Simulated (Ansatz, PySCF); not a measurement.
System: CH₅Si, charge 0, multiplicity 2. It need not be the lowest isomer of its formula. SMILES: [CH2][SiH3]
Geometry: optimised at B3LYP-D3(BJ)/def2-TZVP (Ansatz, a quantum-chemistry and plane-wave program).

Quantity: atomisation energy (electronic, to ground-state atoms), in kJ/mol. Correlated levels leave the core frozen unless marked. UHF or UKS for open shells. No spin-orbit coupling. No relativistic terms. The coupled-cluster limit lacks core correlation, which all-electron functionals hold. Basis-set limits of correlation are two-point, X^-3; Hartree-Fock from the larger set. [CCSD(T)-MP2]/basis is that difference in the basis named.

| level | program | atomisation energy (kJ/mol) |
|---|---|---|
| RI-HF/cc-pV(Q+d)Z | Ansatz | 1708.9 |
| r2SCAN-D3(BJ)/def2-TZVPD | Ansatz + dftd3 | 2189.0 |
| TPSSh-D3(BJ)/def2-TZVPD | PySCF + dftd3 | 2232.7 |
| MN15/def2-TZVPD | PySCF | 2182.8 |

Question: What does RI-MP2/CBS(def2-TZVPPD,def2-QZVPPD)+[CCSD(T)-MP2]/def2-TZVPPD (Ansatz) give?

Answer: 2176.4 kJ/mol, so MN15/def2-TZVPD differs from it by 6.4 kJ/mol.
